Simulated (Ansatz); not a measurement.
SiH2MeF (CH₅FSi), relaxed as a singlet with RKS PBE-D4/def2-TZVP in Ansatz, starting from the GFN2-xTB geometry. Force threshold 0.02 eV/Å.

Start:

Cartesian coordinates in Å:
```
Si 0.6779 -0.2461 0.5264
H 1.9954 -0.0128 -0.0476
H 0.5216 -1.5623 1.1278
C -0.7268 0.1914 -0.6599
H -0.6946 -0.4181 -1.5574
H -0.6721 1.2330 -0.9666
H -1.6976 0.0386 -0.1939
F 0.5962 0.7762 1.7712
```

| step | energy (eV) | largest force component (eV/Å) | SCF passes |
| --- | --- | --- | --- |
| 1 | -11708.4521 | 0.945 | 15 |
| 2 | -11708.5147 | 0.274 | 21 |
| 3 | -11708.5210 | 0.073 | 21 |
| 4 | -11708.5213 | 0.019 | 21 |

Force components are those of the run's own axes.

End:

```xyz
8

Si    0.652   -0.207    0.544
H     1.995   -0.027   -0.088
H     0.527   -1.599    1.077
C    -0.724    0.197   -0.647
H    -0.664   -0.457   -1.531
H    -0.653    1.240   -0.988
H    -1.708    0.051   -0.179
F     0.576    0.803    1.813
```

By distances, no bond broke or formed. The bond that changes most is Si1–H3, from 1.46 to 1.50 Å (atoms count from 1).

No frequencies were taken in this run, so the end may be a saddle point.

Hardware: 4 threads of Intel Xeon on a shared host. Wall time 3.6 s.
